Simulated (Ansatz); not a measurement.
A relaxed structure of HfN. All values below come from PBE (plane waves to 420 eV, PAW, scalar-relativistic; Ansatz, a quantum-chemistry and plane-wave program).

```
CELL_PARAMETERS angstrom
      0.00000     2.27394     2.27394
      2.27394     0.00000     2.27394
      2.27394     2.27394     0.00000
ATOMIC_POSITIONS crystal
  N  0.00000 0.00000 0.00000
  Hf 0.50000 0.50000 0.50000
```

Find the space group and the Wyckoff positions (tolerance 0.01 Å).

Space group Fm-3m (No. 225); a = b = c = 4.5479 Å, α = β = γ = 90.00°

```
atom  site  symmetry       x       y       z
----  ----  --------  ------  ------  ------
N       4a      m-3m  0.0000  0.0000  0.0000
Hf      4b      m-3m  0.5000  0.5000  0.5000
```

This is the rock salt type.

Give the shortest distances between elements (the closest pairs, up to four, under 3.6 Å).

Hf–N 2.27 Å; Hf–Hf 3.22 Å; N–N 3.22 Å.

The volume per atom is 11.76 Å³ and the band gap is no gap (metallic).

No spin polarisation in the result. The relaxed primitive cell holds an odd number of electrons. A magnetic state may lie lower.

Measured for HfN: a 4.519 Å (0 K or low temperature; as listed in Guo-Xu Zhang et al., New Journal of Physics (2018)). Computed minus measured — a: PBE +0.6 %. The computed values are for a static lattice.

The run could not lose the symmetry of its start; a randomly shaken copy of 2 atoms returns to this structure.

All atoms sit on sites fixed by symmetry, so only the cell could relax.
